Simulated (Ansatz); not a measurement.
The input, for Ansatz 0.2.0:

```yaml
crystal:
  periodic: [false, false, false]
  atoms:
    - {symbol: Si, position_ang: [0.000000, 0.000000, 0.000000]}
    - {symbol: H, position_ang: [0.000000, 0.000000, 1.559400]}
basis:
  gaussian: {orbitals: cc-pVDZ}
total_charge: -1
magnetization: {spin_polarized: true, initial_magnetization: 0}
hamiltonian: {xc: {name: PBE0}}
correlation: {method: ccsd_t, electrons: all}
output: {forces: true}
```

```sh
$ ansatz run in.yaml --threads 1 --pin off --events-out ev --progress --plain --max-ram 2393MiB
```

Log:

```
229 factors; integrals over basis functions are off by at most 1.3e-3 eV
mean field evaluation 1: about -7887.0596 eV, gradient 4.1e0 eV
mean field evaluation 2: about -7887.0591 eV, gradient 4.1e0 eV
mean field evaluation 4: about -7887.1960 eV, gradient 1.5e-1 eV
mean field evaluation 8: about -7887.1961 eV, gradient 2.6e-4 eV
mean field evaluation 16: about -7888.1503 eV, gradient 3.9e-1 eV
mean field evaluation 32: about -7888.0421 eV, gradient 2.8e0 eV
mean field evaluation 64: about -7888.1585 eV, gradient 2.3e-6 eV
mean field -7888.15849952 eV, -289.8844780715 hartree, gradient 2.3e-6 eV, S^2 1.010545; 6 other end points of the search recorded, 0 dependent functions left out
reference -7875.67614079 eV, -289.4257598492 hartree; 8, 8 occupied and 15, 15 virtual orbitals, 229 factors
second order -2.20839673 eV of doubles, -0.08571073 eV of singles
cycle   1  -2.67811611 eV  change   -3.9e-1 eV  update   5.5e-2
cycle   2  -2.83996271 eV  change   -1.6e-1 eV  update   2.8e-2
cycle   3  -2.86305259 eV  change   -2.3e-2 eV  update   1.9e-2
cycle   4  -2.90528004 eV  change   -4.2e-2 eV  update   1.6e-2
cycle   5  -2.93446093 eV  change   -2.9e-2 eV  update   8.9e-3
cycle   6  -2.93783229 eV  change   -3.4e-3 eV  update   1.8e-3
cycle   7  -2.93941630 eV  change   -1.6e-3 eV  update   4.7e-4
cycle   8  -2.93903821 eV  change    3.8e-4 eV  update   1.3e-4
cycle   9  -2.93907021 eV  change   -3.2e-5 eV  update   4.6e-5
cycle  10  -2.93908182 eV  change   -1.2e-5 eV  update   1.5e-5
cycle  11  -2.93908368 eV  change   -1.9e-6 eV  update   5.4e-6
cycle  12  -2.93908484 eV  change   -1.2e-6 eV  update   1.8e-6
perturbative correction -0.14836526 eV, -0.0054523227 hartree
WARN: the results are in doubt because among natural orbitals the method converges to other amplitudes
the calculation of the forces begins
Total energy: -7878.76359090 eV, -289.5392215477 hartree
Atom 0 at     0.000000     0.000000     0.000000 Å, force     0.000000     0.000000    -0.228482 eV/Å
Atom 1 at     0.000000     0.000000     1.559400 Å, force    -0.000000     0.000000     0.228482 eV/Å
Dipole moment:     0.000000     0.000000     0.034880 e Å
In doubt: among natural orbitals the method converges to other amplitudes
```

Forces (eV/Å):
```
Si   0.000  0.000 -0.228
H    0.000  0.000  0.228
```

Ran on 1 thread of AMD EPYC, shared host: 9 s wall, 0.1 GiB peak host memory.
